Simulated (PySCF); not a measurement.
# HAl–PH, singlet along the distance Al1-P2

Starting geometry (PBE0/def2-TZVP stationary point for this spin, not checked as a minimum):

```xyz
4

Al    0.0000    0.0033    1.1038
P     0.0000    0.0453   -1.0264
H     0.0000   -0.1169    2.6818
H     0.0000   -1.3656   -0.6878
```

From there P2, H4 move together along the line of the two atoms named below, all else staying in place; atoms are numbered as listed. Energies are in kJ/mol, counted from the starting geometry at the same level. Kohn–Sham curves keep the symmetry of the cluster determinant, unrestricted for open shells and where UHF breaks spin symmetry.

Basis 6-31G; PySCF 2.14.0. Only valence electrons are correlated (noble-gas cores frozen). R marks a restricted (for open shells ROHF) determinant.

Full CI isn't at hand for all of this; RCCSDT(Q) serves as the reference, and is uncertain by the last step of the cluster series or more.

```csv
distance Al1-P2 (Å),B2PLYP
1.904,103.3
2.131,0.0
2.316,-2.2
2.888,128.4
```

Task: Estimate the RCCSDT(Q) curve in 6-31G from this one, knowing how B2PLYP differs from it in such a basis.

Result: The computed RCCSDT(Q) values, in kJ/mol from the starting point, and the difference of B2PLYP against them:
```csv
distance Al1-P2 (Å),RCCSDT(Q),B2PLYP less RCCSDT(Q)
1.904,114.1,-10.8
2.131,0.0,0.0
2.316,-9.7,7.5
2.888,96.9,31.5
```

The difference spans 42.3 kJ/mol and is largest, 31.5 kJ/mol, at 2.888 Å.

In so small a basis the reference is far from its limit. A double hybrid takes much of its correlation from a semilocal functional, which needs less basis, so its difference from the reference holds the reference's basis and frozen-core error beside its own. The set has no polarisation functions, which weighs most on the reference.
